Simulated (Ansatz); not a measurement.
This geometry of ClH3Si + H (6 atoms, charge 0, multiplicity 2) is a first-order saddle point.

Theory: UKS PBE0-D4/6-31G* (Ansatz 0.2.0).

```xyz
6
Properties=species:S:1:pos:R:3
H -0.721 0.472 0.711
Si 0.365 -0.233 -0.172
Cl -0.139 0.015 -2.156
H -1.602 1.044 1.418
H 1.694 0.387 0.065
H 0.403 -1.685 0.134
```

(1) Which two structures does it join? (They come from a converged band through this point; their orientation in space is the band's.)

(2) How far does it lie above each of them?

Results:

(1) Bonds broken: H1–Si2. Bonds formed: H1–H4. ClH3Si + H becomes ClH2Si + H2.

Initial state:

```xyz
6
Properties=species:S:1:pos:R:3
H -0.430 0.298 0.679
Si 0.537 -0.340 -0.248
Cl -0.094 -0.013 -2.187
H -2.490 1.600 1.848
H 1.884 0.259 -0.082
H 0.593 -1.803 -0.009
```

Final state:

```xyz
6
Properties=species:S:1:pos:R:3
H -1.619 1.055 1.440
Si 0.812 -0.514 -0.371
Cl -0.028 -0.054 -2.200
H -2.215 1.429 1.679
H 2.177 0.081 -0.313
H 0.872 -1.997 -0.236
```

(2) 2.9 kcal/mol above the first and 15.4 kcal/mol above the second. This is the barrier of this one path; another mechanism may lie lower.

The run took 48 s on 1 thread of Intel(R) Xeon(R) 6975P-C (Granite Rapids) (shared host), peak memory 0.13 GiB.
